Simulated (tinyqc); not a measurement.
Worked calculation (part 2 of 3): UHF in the sto-3g basis, for H3O+, spin multiplicity 1. Computed by tinyqc, a small Python program that keeps every step (integrals from PySCF). Command: `OMP_NUM_THREADS=1 python tinyqc.py 28811 28812 out.jsonl` (the two numbers bound the seeds that draw the settings). One thread of a shared host (Intel(R) Xeon(R) Processor @ 2.60GHz), about 0.1 s of CPU time with the checks.

Geometry (angstrom):
```
atom          x          y         z
O      0.000000   0.000000  0.336000
H      1.039000   0.000000  0.000000
H     -0.519000   0.899000  0.000000
H     -0.519000  -0.899000  0.000000
```

## Iteration 1: building the Fock matrix

D(alpha) at the start, order 1O 1s, 1O 2s, 1O 2px, 1O 2py, 1O 2pz, 2H 1s, 3H 1s, 4H 1s:
```
[[1.026532, -0.110859, 0.008098, 0.000000, -0.029453, -0.068956, -0.052309, -0.052309],
 [-0.110859, 0.534419, -0.028963, 0.000000, 0.104972, 0.184649, 0.124935, 0.124935],
 [0.008098, -0.028963, 0.757611, 0.000000, -0.134823, 0.171280, -0.086345, -0.086345],
 [0.000000, 0.000000, 0.000000, 0.737498, 0.000000, 0.000000, 0.172228, -0.172228],
 [-0.029453, 0.104972, -0.134823, 0.000000, 0.938248, 0.159709, -0.116604, -0.116604],
 [-0.068956, 0.184649, 0.171280, 0.000000, 0.159709, 0.134780, -0.001774, -0.001774],
 [-0.052309, 0.124935, -0.086345, 0.172228, -0.116604, -0.001774, 0.105288, 0.024847],
 [-0.052309, 0.124935, -0.086345, -0.172228, -0.116604, -0.001774, 0.024847, 0.105288]]
```

D(beta) at the start, order 1O 1s, 1O 2s, 1O 2px, 1O 2py, 1O 2pz, 2H 1s, 3H 1s, 4H 1s:
```
[[1.026548, -0.110922, -0.008258, 0.000000, -0.029579, -0.046572, -0.063458, -0.063458],
 [-0.110922, 0.534669, 0.029585, 0.000000, 0.105524, 0.104527, 0.164846, 0.164846],
 [-0.008258, 0.029585, 0.757548, 0.000000, 0.134625, 0.172275, -0.085420, -0.085420],
 [0.000000, 0.000000, 0.000000, 0.737498, 0.000000, 0.000000, 0.172228, -0.172228],
 [-0.029579, 0.105524, 0.134625, 0.000000, 0.938045, -0.209041, 0.067067, 0.067067],
 [-0.046572, 0.104527, 0.172275, 0.000000, -0.209041, 0.132177, -0.002421, -0.002421],
 [-0.063458, 0.164846, -0.085420, 0.172228, 0.067067, -0.002421, 0.106578, 0.026137],
 [-0.063458, 0.164846, -0.085420, -0.172228, 0.067067, -0.002421, 0.026137, 0.106578]]
```

core Hamiltonian H = T + V (hartree), order 1O 1s, 1O 2s, 1O 2px, 1O 2py, 1O 2pz, 2H 1s, 3H 1s, 4H 1s:
```
[[-33.069864, -7.695402, 0.000017, 0.000000, 0.011029, -1.282925, -1.285666, -1.285666],
 [-7.695402, -9.690401, 0.000184, 0.000000, 0.134569, -3.100387, -3.105200, -3.105200],
 [0.000017, 0.000184, -7.928870, 0.000000, -0.000073, -2.164951, 1.083681, 1.083681],
 [0.000000, 0.000000, 0.000000, -7.929034, 0.000000, 0.000000, -1.877066, 1.877066],
 [0.011029, 0.134569, -0.000073, 0.000000, -7.830514, 0.734770, 0.736247, 0.736247],
 [-1.282925, -3.100387, -2.164951, 0.000000, 0.734770, -4.848227, -1.043253, -1.043253],
 [-1.285666, -3.105200, 1.083681, -1.877066, 0.736247, -1.043253, -4.851177, -1.044698],
 [-1.285666, -3.105200, 1.083681, 1.877066, 0.736247, -1.043253, -1.044698, -4.851177]]
```

nuclear repulsion = 12.51956648 hartree

Given earlier and not repeated: Two-electron integrals (ij|kl) in chemists' order.

J_ij = sum D_kl (ij|kl) with D = D(alpha) + D(beta), K_ij = sum D_kl (ik|jl) for each spin; F = H + J - K(s); E = tr D H + tr D J / 2 - 0.5 sum_s tr D(s) K(s) + E_nn.

Coulomb J (hartree), order 1O 1s, 1O 2s, 1O 2px, 1O 2py, 1O 2pz, 2H 1s, 3H 1s, 4H 1s:
```
[[17.444911, 3.299518, 0.000147, 0.000000, 0.003269, 0.548535, 0.549697, 0.549697],
 [3.299518, 8.248421, 0.002253, 0.000000, -0.011633, 2.619486, 2.620970, 2.620970],
 [0.000147, 0.002253, 8.245844, 0.000000, -0.000429, 1.987286, -0.992163, -0.992163],
 [0.000000, 0.000000, 0.000000, 8.242807, 0.000000, 0.000000, 1.719542, -1.719542],
 [0.003269, -0.011633, -0.000429, 0.000000, 8.233483, -0.647311, -0.647608, -0.647608],
 [0.548535, 2.619486, 1.987286, 0.000000, -0.647311, 4.605722, 0.883290, 0.883290],
 [0.549697, 2.620970, -0.992163, 1.719542, -0.647608, 0.883290, 4.592142, 0.883689],
 [0.549697, 2.620970, -0.992163, -1.719542, -0.647608, 0.883290, 0.883689, 4.592142]]
```

exchange K(alpha) (hartree), order 1O 1s, 1O 2s, 1O 2px, 1O 2py, 1O 2pz, 2H 1s, 3H 1s, 4H 1s:
```
[[4.859632, 0.851401, -0.000224, 0.000000, -0.003222, 0.144696, 0.146048, 0.146048],
 [0.851401, 1.250598, -0.017347, 0.000000, 0.023045, 0.475994, 0.469744, 0.469744],
 [-0.000224, -0.017347, 1.050091, 0.000000, -0.057710, 0.342666, -0.172192, -0.172192],
 [0.000000, 0.000000, 0.000000, 1.043266, 0.000000, 0.000000, 0.298548, -0.298548],
 [-0.003222, 0.023045, -0.057710, 0.000000, 1.078309, -0.062265, -0.119872, -0.119872],
 [0.144696, 0.475994, 0.342666, 0.000000, -0.062265, 0.435009, 0.148067, 0.148067],
 [0.146048, 0.469744, -0.172192, 0.298548, -0.119872, 0.148067, 0.436201, 0.152833],
 [0.146048, 0.469744, -0.172192, -0.298548, -0.119872, 0.148067, 0.152833, 0.436201]]
```

exchange K(beta) (hartree), order 1O 1s, 1O 2s, 1O 2px, 1O 2py, 1O 2pz, 2H 1s, 3H 1s, 4H 1s:
```
[[4.859645, 0.851387, 0.000086, 0.000000, -0.003234, 0.145970, 0.145410, 0.145410],
 [0.851387, 1.250658, 0.017064, 0.000000, 0.023316, 0.467151, 0.474128, 0.474128],
 [0.000086, 0.017064, 1.048133, 0.000000, 0.057500, 0.344225, -0.170257, -0.170257],
 [0.000000, 0.000000, 0.000000, 1.045226, 0.000000, 0.000000, 0.298766, -0.298766],
 [-0.003234, 0.023316, 0.057500, 0.000000, 1.078240, -0.139461, -0.081416, -0.081416],
 [0.145970, 0.467151, 0.344225, 0.000000, -0.139461, 0.448505, 0.149712, 0.149712],
 [0.145410, 0.474128, -0.170257, 0.298766, -0.081416, 0.149712, 0.429466, 0.149570],
 [0.145410, 0.474128, -0.170257, -0.298766, -0.081416, 0.149712, 0.149570, 0.429466]]
```

F(alpha) (hartree), order 1O 1s, 1O 2s, 1O 2px, 1O 2py, 1O 2pz, 2H 1s, 3H 1s, 4H 1s:
```
[[-20.484586, -5.247286, 0.000388, 0.000000, 0.017520, -0.879086, -0.882017, -0.882017],
 [-5.247286, -2.692578, 0.019785, 0.000000, 0.099890, -0.956895, -0.953975, -0.953975],
 [0.000388, 0.019785, -0.733117, 0.000000, 0.057207, -0.520331, 0.263709, 0.263709],
 [0.000000, 0.000000, 0.000000, -0.729493, 0.000000, 0.000000, -0.456072, 0.456072],
 [0.017520, 0.099890, 0.057207, 0.000000, -0.675340, 0.149725, 0.208511, 0.208511],
 [-0.879086, -0.956895, -0.520331, 0.000000, 0.149725, -0.677514, -0.308031, -0.308031],
 [-0.882017, -0.953975, 0.263709, -0.456072, 0.208511, -0.308031, -0.695236, -0.313842],
 [-0.882017, -0.953975, 0.263709, 0.456072, 0.208511, -0.308031, -0.313842, -0.695236]]
```

F(beta) (hartree), order 1O 1s, 1O 2s, 1O 2px, 1O 2py, 1O 2pz, 2H 1s, 3H 1s, 4H 1s:
```
[[-20.484599, -5.247271, 0.000079, 0.000000, 0.017532, -0.880360, -0.881380, -0.881380],
 [-5.247271, -2.692638, -0.014627, 0.000000, 0.099619, -0.948052, -0.958359, -0.958359],
 [0.000079, -0.014627, -0.731159, 0.000000, -0.058002, -0.521890, 0.261775, 0.261775],
 [0.000000, 0.000000, 0.000000, -0.731453, 0.000000, 0.000000, -0.456290, 0.456290],
 [0.017532, 0.099619, -0.058002, 0.000000, -0.675271, 0.226921, 0.170055, 0.170055],
 [-0.880360, -0.948052, -0.521890, 0.000000, 0.226921, -0.691009, -0.309675, -0.309675],
 [-0.881380, -0.958359, 0.261775, -0.456290, 0.170055, -0.309675, -0.688500, -0.310579],
 [-0.881380, -0.958359, 0.261775, 0.456290, 0.170055, -0.309675, -0.310579, -0.688500]]
```

total energy of this density = -74.99806523 hartree

## Iteration 1: diagonalisation and new density

X, order 1O 1s, 1O 2s, 1O 2px, 1O 2py, 1O 2pz, 2H 1s, 3H 1s, 4H 1s:
```
[[1.024406, -0.143288, 0.000013, 0.000000, 0.005427, 0.018140, 0.018163, 0.018163],
 [-0.143288, 1.221159, -0.000170, 0.000000, -0.052716, -0.214524, -0.214987, -0.214987],
 [0.000013, -0.000170, 1.081402, 0.000000, 0.000053, -0.213377, 0.106811, 0.106811],
 [0.000000, 0.000000, 0.000000, 1.081550, 0.000000, 0.000000, -0.185066, 0.185066],
 [0.005427, -0.052716, 0.000053, 0.000000, 1.013949, 0.056955, 0.057111, 0.057111],
 [0.018140, -0.214524, -0.213377, 0.000000, 0.056955, 1.135424, -0.053103, -0.053103],
 [0.018163, -0.214987, 0.106811, -0.185066, 0.057111, -0.053103, 1.135824, -0.053179],
 [0.018163, -0.214987, 0.106811, 0.185066, 0.057111, -0.053103, -0.053179, 1.135824]]
```

Diagonalise F' = X^T F X, C = X C', fill 5 alpha and 5 beta electrons from the bottom; D(s) = C_occ C_occ^T. Each column has its largest component positive (the first on a tie).

F' = X^T F X (alpha) (hartree):
```
[[-20.096102, -2.742303, -0.002511, 0.000000, 0.031122, -0.094163, -0.097382, -0.097382],
 [-2.742303, -1.442017, 0.022411, 0.000000, -0.012047, -0.437573, -0.423652, -0.423652],
 [-0.002511, 0.022411, -0.521150, 0.000000, 0.074478, -0.442179, 0.221760, 0.221760],
 [0.000000, 0.000000, 0.000000, -0.514304, 0.000000, 0.000000, -0.387797, 0.387797],
 [0.031122, -0.012047, 0.074478, 0.000000, -0.641475, 0.061015, 0.148356, 0.148356],
 [-0.094163, -0.437573, -0.442179, 0.000000, 0.061015, -0.261427, -0.081845, -0.081845],
 [-0.097382, -0.423652, 0.221760, -0.387797, 0.148356, -0.081845, -0.274147, -0.086414],
 [-0.097382, -0.423652, 0.221760, 0.387797, 0.148356, -0.081845, -0.086414, -0.274147]]
```

orbital energies (alpha) (hartree): [-20.494601, -1.525726, -0.923238, -0.922084, -0.686375, 0.079364, 0.221200, 0.226690]

coefficients C (alpha), order 1O 1s, 1O 2s, 1O 2px, 1O 2py, 1O 2pz, 2H 1s, 3H 1s, 4H 1s:
```
[[0.993718, -0.227995, 0.000000, 0.000615, -0.061602, -0.166440, 0.000000, -0.001575],
 [0.027832, 0.810040, 0.000000, -0.005898, 0.282531, 0.956998, 0.000000, 0.018826],
 [-0.000029, -0.014046, 0.000000, 0.719108, -0.040538, 0.044374, 0.000000, -0.846671],
 [0.000000, 0.000000, 0.710599, 0.000000, 0.000000, 0.000000, 0.856329, 0.000000],
 [-0.002457, -0.104041, 0.000000, -0.078021, 0.940694, -0.349902, 0.000000, -0.128117],
 [-0.004818, 0.142512, 0.000000, 0.403146, 0.057693, -0.662456, 0.000000, 0.874594],
 [-0.004782, 0.149581, 0.354210, -0.191109, -0.146017, -0.586722, -0.784633, -0.474991],
 [-0.004782, 0.149581, -0.354210, -0.191109, -0.146017, -0.586722, 0.784633, -0.474991]]
```

F' = X^T F X (beta) (hartree):
```
[[-20.096121, -2.742275, 0.002481, 0.000000, 0.031175, -0.097917, -0.095512, -0.095512],
 [-2.742275, -1.442090, -0.018512, 0.000000, -0.012388, -0.417674, -0.433571, -0.433571],
 [0.002481, -0.018512, -0.519274, 0.000000, -0.074797, -0.441495, 0.221286, 0.221286],
 [0.000000, 0.000000, 0.000000, -0.516184, 0.000000, 0.000000, -0.388464, 0.388464],
 [0.031175, -0.012388, -0.074797, 0.000000, -0.641379, 0.176999, 0.090577, 0.090577],
 [-0.097917, -0.417674, -0.441495, 0.000000, 0.176999, -0.272072, -0.082020, -0.082020],
 [-0.095512, -0.433571, 0.221286, -0.388464, 0.090577, -0.082020, -0.268836, -0.086069],
 [-0.095512, -0.433571, 0.221286, 0.388464, 0.090577, -0.082020, -0.086069, -0.268836]]
```

orbital energies (beta) (hartree): [-20.494613, -1.525576, -0.923583, -0.921929, -0.686169, 0.078667, 0.223779, 0.224633]

coefficients C (beta), order 1O 1s, 1O 2s, 1O 2px, 1O 2py, 1O 2pz, 2H 1s, 3H 1s, 4H 1s:
```
[[0.993718, -0.228026, 0.000000, -0.003686, -0.061242, -0.166318, 0.007711, 0.000000],
 [0.027831, 0.810157, 0.000000, 0.018292, 0.280929, 0.955873, -0.054049, 0.000000],
 [-0.000009, 0.007088, 0.000000, 0.716934, 0.038851, -0.079559, -0.846105, 0.000000],
 [0.000000, 0.000000, 0.712843, 0.000000, 0.000000, 0.000000, 0.000000, 0.854462],
 [-0.002457, -0.103947, 0.000000, 0.077239, 0.941065, -0.344517, 0.139984, 0.000000],
 [-0.004758, 0.146480, 0.000000, 0.391367, -0.213394, -0.526171, 0.944939, 0.000000],
 [-0.004812, 0.147626, 0.352150, -0.206396, -0.010152, -0.652756, -0.399363, -0.785560],
 [-0.004812, 0.147626, -0.352150, -0.206396, -0.010152, -0.652756, -0.399363, 0.785560]]
```

D(alpha) after iteration 1, order 1O 1s, 1O 2s, 1O 2px, 1O 2py, 1O 2pz, 2H 1s, 3H 1s, 4H 1s:
```
[[1.043253, -0.174436, 0.006113, 0.000000, -0.036717, -0.040586, -0.029979, -0.029979],
 [-0.174436, 0.736799, -0.027074, 0.000000, 0.181890, 0.129229, 0.080907, 0.080907],
 [0.006113, -0.027074, 0.518957, 0.000000, -0.092778, 0.285565, -0.133610, -0.133610],
 [0.000000, 0.000000, 0.000000, 0.504951, 0.000000, 0.000000, 0.251701, -0.251701],
 [-0.036717, 0.181890, -0.092778, 0.000000, 0.901822, 0.008003, -0.137997, -0.137997],
 [-0.040586, 0.129229, 0.285565, 0.000000, 0.008003, 0.186188, -0.064129, -0.064129],
 [-0.029979, 0.080907, -0.133610, 0.251701, -0.137997, -0.064129, 0.205706, -0.045224],
 [-0.029979, 0.080907, -0.133610, -0.251701, -0.137997, -0.064129, -0.045224, 0.205706]]
```

D(beta) after iteration 1, order 1O 1s, 1O 2s, 1O 2px, 1O 2py, 1O 2pz, 2H 1s, 3H 1s, 4H 1s:
```
[[1.043236, -0.174353, -0.006646, 0.000000, -0.036656, -0.026503, -0.037062, -0.037062],
 [-0.174353, 0.736385, 0.029771, 0.000000, 0.181503, 0.065750, 0.112839, 0.112839],
 [-0.006646, 0.029771, 0.515554, 0.000000, 0.091200, 0.273332, -0.147320, -0.147320],
 [0.000000, 0.000000, 0.000000, 0.508145, 0.000000, 0.000000, 0.251028, -0.251028],
 [-0.036656, 0.181503, 0.091200, 0.000000, 0.902380, -0.185804, -0.040829, -0.040829],
 [-0.026503, 0.065750, 0.273332, 0.000000, -0.185804, 0.220184, -0.056963, -0.056963],
 [-0.037062, 0.112839, -0.147320, 0.251028, -0.040829, -0.056963, 0.188529, -0.059491],
 [-0.037062, 0.112839, -0.147320, -0.251028, -0.040829, -0.056963, -0.059491, 0.188529]]
```

## Iteration 2: building the Fock matrix

As before.

Coulomb J (hartree), order 1O 1s, 1O 2s, 1O 2px, 1O 2py, 1O 2pz, 2H 1s, 3H 1s, 4H 1s:
```
[[17.077774, 3.212013, 0.000082, 0.000000, 0.006670, 0.534039, 0.535178, 0.535178],
 [3.212013, 8.035270, 0.000488, 0.000000, -0.010031, 2.568564, 2.572056, 2.572056],
 [0.000082, 0.000488, 8.024634, 0.000000, -0.000129, 1.955763, -0.978506, -0.978506],
 [0.000000, 0.000000, 0.000000, 8.023376, 0.000000, 0.000000, 1.695038, -1.695038],
 [0.006670, -0.010031, -0.000129, 0.000000, 8.034074, -0.639628, -0.640760, -0.640760],
 [0.534039, 2.568564, 1.955763, 0.000000, -0.639628, 4.593312, 0.872735, 0.872735],
 [0.535178, 2.572056, -0.978506, 1.695038, -0.640760, 0.872735, 4.593131, 0.873807],
 [0.535178, 2.572056, -0.978506, -1.695038, -0.640760, 0.872735, 0.873807, 4.593131]]
```

exchange K(alpha) (hartree), order 1O 1s, 1O 2s, 1O 2px, 1O 2py, 1O 2pz, 2H 1s, 3H 1s, 4H 1s:
```
[[4.872488, 0.825937, -0.000386, 0.000000, -0.001382, 0.143355, 0.143963, 0.143963],
 [0.825937, 1.253595, -0.014111, 0.000000, 0.045152, 0.468882, 0.467280, 0.467280],
 [-0.000386, -0.014111, 0.928014, 0.000000, -0.048860, 0.361327, -0.180889, -0.180889],
 [0.000000, 0.000000, 0.000000, 0.921410, 0.000000, 0.000000, 0.314653, -0.314653],
 [-0.001382, 0.045152, -0.048860, 0.000000, 1.074469, -0.100083, -0.125601, -0.125601],
 [0.143355, 0.468882, 0.361327, 0.000000, -0.100083, 0.487171, 0.131079, 0.131079],
 [0.143963, 0.467280, -0.180889, 0.314653, -0.125601, 0.131079, 0.503017, 0.134349],
 [0.143963, 0.467280, -0.180889, -0.314653, -0.125601, 0.131079, 0.134349, 0.503017]]
```

exchange K(beta) (hartree), order 1O 1s, 1O 2s, 1O 2px, 1O 2py, 1O 2pz, 2H 1s, 3H 1s, 4H 1s:
```
[[4.872479, 0.825953, 0.000316, 0.000000, -0.001380, 0.143721, 0.143784, 0.143784],
 [0.825953, 1.253559, 0.014849, 0.000000, 0.045012, 0.465851, 0.468821, 0.468821],
 [0.000316, 0.014849, 0.925048, 0.000000, 0.048179, 0.362228, -0.181255, -0.181255],
 [0.000000, 0.000000, 0.000000, 0.924287, 0.000000, 0.000000, 0.313938, -0.313938],
 [-0.001380, 0.045012, 0.048179, 0.000000, 1.074796, -0.133844, -0.108750, -0.108750],
 [0.143721, 0.465851, 0.362228, 0.000000, -0.133844, 0.508694, 0.132735, 0.132735],
 [0.143784, 0.468821, -0.181255, 0.313938, -0.108750, 0.132735, 0.492225, 0.131065],
 [0.143784, 0.468821, -0.181255, -0.313938, -0.108750, 0.132735, 0.131065, 0.492225]]
```

F(alpha) (hartree), order 1O 1s, 1O 2s, 1O 2px, 1O 2py, 1O 2pz, 2H 1s, 3H 1s, 4H 1s:
```
[[-20.864578, -5.309326, 0.000485, 0.000000, 0.019081, -0.892241, -0.894451, -0.894451],
 [-5.309326, -2.908726, 0.014784, 0.000000, 0.079386, -1.000705, -1.000425, -1.000425],
 [0.000485, 0.014784, -0.832250, 0.000000, 0.048658, -0.570515, 0.286064, 0.286064],
 [0.000000, 0.000000, 0.000000, -0.827068, 0.000000, 0.000000, -0.496681, 0.496681],
 [0.019081, 0.079386, 0.048658, 0.000000, -0.870909, 0.195226, 0.221088, 0.221088],
 [-0.892241, -1.000705, -0.570515, 0.000000, 0.195226, -0.742086, -0.301597, -0.301597],
 [-0.894451, -1.000425, 0.286064, -0.496681, 0.221088, -0.301597, -0.761063, -0.305240],
 [-0.894451, -1.000425, 0.286064, 0.496681, 0.221088, -0.301597, -0.305240, -0.761063]]
```

F(beta) (hartree), order 1O 1s, 1O 2s, 1O 2px, 1O 2py, 1O 2pz, 2H 1s, 3H 1s, 4H 1s:
```
[[-20.864569, -5.309342, -0.000218, 0.000000, 0.019078, -0.892607, -0.894273, -0.894273],
 [-5.309342, -2.908690, -0.014176, 0.000000, 0.079526, -0.997674, -1.001966, -1.001966],
 [-0.000218, -0.014176, -0.829284, 0.000000, -0.048381, -0.571417, 0.286430, 0.286430],
 [0.000000, 0.000000, 0.000000, -0.829945, 0.000000, 0.000000, -0.495966, 0.495966],
 [0.019078, 0.079526, -0.048381, 0.000000, -0.871236, 0.228986, 0.204237, 0.204237],
 [-0.892607, -0.997674, -0.571417, 0.000000, 0.228986, -0.763609, -0.303253, -0.303253],
 [-0.894273, -1.001966, 0.286430, -0.495966, 0.204237, -0.303253, -0.750272, -0.301956],
 [-0.894273, -1.001966, 0.286430, 0.495966, 0.204237, -0.303253, -0.301956, -0.750272]]
```

total energy of this density = -75.27463761 hartree
